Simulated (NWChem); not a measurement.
# hydrogen peroxide (H2O2); SMILES OO

All runs: NWChem. Pople sets run with spherical d functions. Geometry: optimised at B3LYP/6-31G* (spherical d). Level: B3LYP/6-31G* with COSMO at NWChem's default radii, gas-phase geometry; rows give the dielectric constant.

For dielectric constant 7.6:

electrostatic solvation energy (kcal/mol): -6.8
dipole in solution (D): 2.05

Q: What are these values for dielectric constant 2.0?

A: 
- electrostatic solvation energy (kcal/mol): -3.8
- dipole in solution (D): 1.95
